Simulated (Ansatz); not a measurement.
## C3H6+: where a starting geometry ends

The starting geometry of this gas-phase doublet was optimised with GFN2-xTB; its bonds are those of `[CH2]C[CH2+]`.

```yaml
atoms:
  - { symbol: C, position_ang: [-0.5838, 2.2084, 0.9184] }
  - { symbol: C, position_ang: [-0.0161, 0.8961, 0.9614] }
  - { symbol: C, position_ang: [1.3923, 0.6786, 1.0873] }
  - { symbol: H, position_ang: [-1.6499, 2.3390, 0.8180] }
  - { symbol: H, position_ang: [0.0247, 3.0976, 0.9838] }
  - { symbol: H, position_ang: [-0.4140, 0.2890, 0.1148] }
  - { symbol: H, position_ang: [-0.5563, 0.2804, 1.7174] }
  - { symbol: H, position_ang: [2.0939, 1.4959, 1.1552] }
  - { symbol: H, position_ang: [1.7891, -0.3237, 1.1178] }
```

Where would you expect an optimisation with B3LYP-D3(BJ)/6-311G** to take it?

It rearranges to `[CH2+][CH]C`. Contacts that open: C2–H7 (1.11 → 2.08 Å). Contacts that close: C1–H7 (2.09 → 1.11 Å).

The energy falls by 1.17 eV over 34 steps:

```json
{"step": "1", "E − E(last) (eV)": "1.174"}
{"step": "5", "E − E(last) (eV)": "1.148"}
{"step": "8", "E − E(last) (eV)": "1.148"}
{"step": "12", "E − E(last) (eV)": "1.103"}
{"step": "16", "E − E(last) (eV)": "1.084"}
{"step": "19", "E − E(last) (eV)": "1.052"}
{"step": "23", "E − E(last) (eV)": "0.255"}
{"step": "27", "E − E(last) (eV)": "0.005"}
{"step": "30", "E − E(last) (eV)": "0.000"}
{"step": "34", "E − E(last) (eV)": "0.000"}
```

Final geometry (Å):

```xyz
9

C    -0.6102    1.9311    1.1944
C     0.1131    0.7455    0.7943
C     1.5203    0.6129    0.8513
H    -1.2650    2.2527    0.3607
H     0.0036    2.7550    1.5512
H    -0.4577   -0.1050    0.4245
H    -1.3697    1.6455    1.9500
H     2.1388    1.4231    1.2269
H     2.0067   -0.2993    0.5209
```

The end wasn't checked by frequencies. Open shells are spin-unrestricted. Run with Ansatz 0.2.0, 2.5 min on 2 threads of Intel(R) Xeon(R) Processor @ 2.50GHz (Skylake/Cascade Lake), with other jobs on the host.
